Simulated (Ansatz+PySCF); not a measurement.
The numbers below are computed, except where a source is named.
Input for PySCF 2.14.0:

```python
from pyscf import gto, scf, mp

mol = gto.M(atom="""
C 0.000000 -0.001370 -1.090080
C 0.000000 0.185050 0.199300
C 0.000000 0.028220 1.525210
N 0.000000 -0.042690 2.678710
H 0.000000 -1.002200 -1.524040
H 0.000000 0.832980 -1.789100
""", basis='cc-pvtz', charge=0, spin=1)
mf = scf.UHF(mol)
mf.kernel()
pt = mp.MP2(mf, frozen=4).run()
print(mf.e_tot, pt.e_corr, pt.e_tot)
```

The script is written out from the run's settings.

Output:

```
Converged                       : yes
Reference energy                : -169.19155 hartree
Correlation energy              : -0.57137 hartree
Total energy                    : -169.76292 hartree
Spin squared of the determinant : 1.332
```

Caution: the unrestricted determinant is spin contaminated.
